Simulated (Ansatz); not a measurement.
in.yaml

```yaml
crystal:
  periodic: [false, false, false]
  atoms:
    - {symbol: Si, position_ang: [0.000000, 0.000000, 0.000000]}
    - {symbol: H, position_ang: [0.000000, 0.000000, 2.843000]}
basis:
  gaussian: {orbitals: aug-cc-pVDZ}
total_charge: -1
magnetization: {spin_polarized: false}
correlation: {method: ccsdt_q, electrons: outside_noble_gas}
```

```sh
$ ansatz run in.yaml --threads 1 --pin off --events-out ev --progress --plain --max-ram 2393MiB
```

The program prints:

```
615 factors; integrals over basis functions are off by at most 2.1e-7 eV
mean field evaluation 1: about -7870.4058 eV, gradient 1.5e1 eV
mean field evaluation 2: about -7870.4018 eV, gradient 1.5e1 eV
mean field evaluation 4: about -7872.8580 eV, gradient 1.8e0 eV
mean field evaluation 8: about -7872.9200 eV, gradient 1.1e-3 eV
mean field evaluation 16: about -7872.9191 eV, gradient 1.8e-1 eV
mean field evaluation 32: about -7872.9200 eV, gradient 2.5e-4 eV
mean field evaluation 64: about -7872.9191 eV, gradient 2.2e-1 eV
mean field evaluation 96: about -7863.1731 eV, gradient 1.6e-1 eV
mean field evaluation 128: about -7872.9200 eV, gradient 4.3e-4 eV
mean field evaluation 160: about -7870.8357 eV, gradient 2.0e-2 eV
...
mean field -7872.91997261 eV, -289.3244725364 hartree, gradient 1.6e-6 eV, S^2 0.000000; 4 other end points of the search recorded, 0 dependent functions left out; unrestricted orbitals would lower it
...
determinant -7872.91997261 eV, -289.3244725364 hartree, with singles and doubles -7876.48290905 eV, -289.4554080358 hartree
determinant -7870.83571376 eV, -289.2478774365 hartree, with singles and doubles -7874.17924039 eV, -289.3707497741 hartree
...
unrestricted determinant -7874.32132888 eV, -289.3759714295 hartree, S^2 1.6430
5 core orbitals not correlated: weight in the atoms' cores, before any rotation towards them, 1.000 or more for the frozen orbitals, at most 0.000 for the correlated occupied ones
reference -7872.91997261 eV, -289.3244725364 hartree; 3, 3 occupied and 28, 28 virtual orbitals, 615 factors
second order -2.55321260 eV of doubles, -0.00000000 eV of singles
...
cycle  16  -3.94388662 eV  change   -2.9e-4 eV  update   2.0e-4
cycle  17  -3.94386004 eV  change    2.7e-5 eV  update   1.2e-4
cycle  18  -3.94375076 eV  change    1.1e-4 eV  update   7.4e-5
cycle  19  -3.94374256 eV  change    8.2e-6 eV  update   3.6e-5
cycle  20  -3.94372167 eV  change    2.1e-5 eV  update   1.8e-5
cycle  21  -3.94373575 eV  change   -1.4e-5 eV  update   1.1e-5
cycle  22  -3.94373990 eV  change   -4.1e-6 eV  update   5.2e-6
cycle  23  -3.94373691 eV  change    3.0e-6 eV  update   2.5e-6
cycle  24  -3.94373688 eV  change    3.1e-8 eV  update   1.3e-6
cycle  25  -3.94373614 eV  change    7.4e-7 eV  update   6.5e-7
perturbative correction -0.04865509 eV, -0.0017880415 hartree
WARN: these amplitudes may be one of several solutions (largest doubles amplitude 0.65, level shift 0.00 eV)
Total energy: -7876.91236384 eV, -289.4711902080 hartree
```

The T1 diagnostic is 0.057.

For the same geometry and basis full CI lies 8.1 meV higher. By full CI's occupations no single determinant describes the state well. The program flagged this run's energy as in doubt. The determinant fills πx and πy unequally, so it is a mixture of Σ and Δ. RHF is unstable: UHF (⟨S²⟩ = 1.64) lies 1.40 eV below the lowest RHF solution. Higher spins weren't run at this geometry and may lie near or lower.

Ran on 1 thread of Arm Neoverse V1, shared host: 3.5 s wall, 0.14 GiB peak host memory.
